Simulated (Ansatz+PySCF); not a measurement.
Two shapes of doublet CO2(+).

Shape 1:

```xyz
3

C     0.0000    0.0000    0.0000
O     0.0000    0.0000    1.1712
O     0.0000    0.0000   -1.1712
```

Shape 2:

```xyz
3

C     0.0000    0.0000    0.0000
O     0.0000    0.0000    1.1512
O     0.0000    0.0000   -1.1512
```

Basis set: cc-pVTZ (spherical functions). Left uncorrelated: 3 orbitals. Charge 1, multiplicity 2.

Computed with Ansatz (development build ahead of 0.2.0) and PySCF 2.14.0; each method stands on the lowest determinant of its kind that the runs found.

**Question.** Which shape is lower in energy, and by how much in each method?

**Answer.**

| method | E(2) − E(1) (eV) |
| --- | --- |
| ROHF | -0.051 |
| UHF | -0.016 |
| UHF-CCSD | 0.057 |
| UHF-CCSD(T) | 0.078 |

The methods disagree on the order. Caution for ROHF: an unrestricted determinant lies well below; the determinant breaks the point group. Caution for UHF, UHF-CCSD, UHF-CCSD(T): the unrestricted determinant is spin contaminated.
